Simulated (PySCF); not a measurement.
**AlOH: singlet, from a PBE0 minimum start**

Aim: relax AlOH as a singlet from a PBE0 minimum start, check by its vibrations whether the end is a minimum, and collect its spectrum and constants.

The runs use PySCF 2.14.0; PBE0, basis Al def2-TZVP, O def2-TZVP, H def2-TZVP, no relativity, density fitting.

## 1. Starting geometry

3 atoms, charge 0, spin multiplicity 1.

Bond lengths: Al1–O2 1.594 Å, Al1–H3 1.569 Å. Angles: O2–Al1–H3 180.0°.

```xyz
3
charge 0 multiplicity 1
Al    0.0000    0.0000    0.5437
O     0.0000    0.0000   -1.0500
H     0.0000    0.0000    2.1122
```

## 2. The SCF at the typed geometry

The steps below are one call of a driver around PySCF. For each, scf.py gives the equivalent set-up of the SCF; relaxations use the driver's own optimiser. After this first run the driver tries any further starts and a stability analysis.

Contents of scf.py:

```python
from pyscf import gto, scf, dft
mol = gto.M(atom='''
Al    -0.000000    -0.000000     0.543708
O      0.000000     0.000000    -1.050021
H     -0.000000     0.000000     2.112247''',
    basis={'Al': 'def2-TZVP', 'O': 'def2-TZVP', 'H': 'def2-TZVP'},
    charge=0, spin=0)
mf = dft.RKS(mol, xc='PBE0')
mf.grids.atom_grid = (50, 194)
aux = {'Al': 'def2-universal-JKFIT', 'O': 'def2-universal-JKFIT', 'H': 'def2-universal-JKFIT'}
mf = mf.density_fit(auxbasis=aux)
mf.conv_tol = 1e-08
mf.diis_space = 10
mf.max_cycle = 60
mf.init_guess = 'minao'
mf.verbose = 4
mf.kernel()
```

The run is started by

```console
> OMP_NUM_THREADS=2 python axn.py task.json out
```

Further steps of the session: Relaxing the singlet from the PBE0 minimum start; Vibrations and properties at this point.

Before running it: what results should come out? Wanted: minimum; geometry; wavenumbers; dipole moment; highest occupied, lowest empty level; polar-tensor charge of Al1; zero-point energy; atomisation energy.

**Answer**, as computed:

```
                                 quantity                                      value
                                  minimum                               singlet, C∞v
                                 geometry  Al–H 1.568 Å, Al–O 1.594 Å; H–Al–O 180.0°
                       wavenumbers (cm⁻¹)              430 (π), 1098 (σ+), 1998 (σ+)
                            dipole moment                                     4.72 D
     highest occupied, lowest empty level                            -7.60, -1.61 eV
               polar-tensor charge of Al1                                    +0.95 e
                        zero-point energy                                23.7 kJ/mol
                      entropy at 298.15 K                            221.0 J/(mol K)
atomisation energy (no zero-point energy)                                 786 kJ/mol
```

The molecule stays C∞v, as typed, and the end point is a minimum. The strongest infrared band lies at 430 cm⁻¹ (π, bend). Only this shape and spin were tried, so other structures or states may lie lower.
